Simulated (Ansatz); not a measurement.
Energy needed to pull apart SiH₃SCl (SMILES S[SiH2]Cl), closed shell, into free ground-state atoms, from the structure below (displaced at random from a GFN2-xTB minimum); no zero-point or spin–orbit terms; open-shell atoms are treated unrestricted, in their ground-state multiplicity.

```csv
atom,x (Å),y (Å),z (Å)
S1,-1.0883,-1.2083,-0.2724
Si2,0.4167,0.1425,0.2643
Cl3,-0.0997,1.9182,0.3094
H4,-1.5498,-0.4476,-1.2951
H5,1.4842,0.0685,-0.7534
H6,0.9704,-0.5212,1.5713
```

Computed with Ansatz 0.2.0 (basis: def2-TZVPP); correlated methods freeze the cores. B3LYP uses VWN-RPA correlation.

```tsv
method	atomization energy (eV)
PBE-D4	17.64
r2SCAN-D4	?
PBE0-D4	17.56
B3LYP-D4	17.47
wB97X-V	17.87
wB97M-V	?
HF	12.89
MP2	17.30
CCSD	16.84
CCSD(T)	17.10
```

Q: What does wB97M-V give? (To be estimated.)

A: Computed: 17.83 eV, which is about 0.72 eV more than CCSD(T)/def2-TZVPP.

Q: What does r2SCAN-D4 give? (Judge from chemistry; the value comes from the calculation.)

A: The calculation gives: 17.77 eV, which is about 0.67 eV more than CCSD(T)/def2-TZVPP.

In triple zeta the MP2 and coupled-cluster atomization energies are still short of their basis limit by a few kcal/mol a bond, whereas those of the functionals are nearly converged, so these differences are not deviations from converged CCSD(T).

The T1 diagnostic stays at or below 0.010.

For scale, one of the runs: CCSD(T)/def2-TZVPP forces, 168 basis functions (an equivalent command: `ansatz run in.yaml --threads 4`). Time: 68 s of wall clock on 4 CPU threads; the host was shared. Peak host memory: 2.2 GiB.
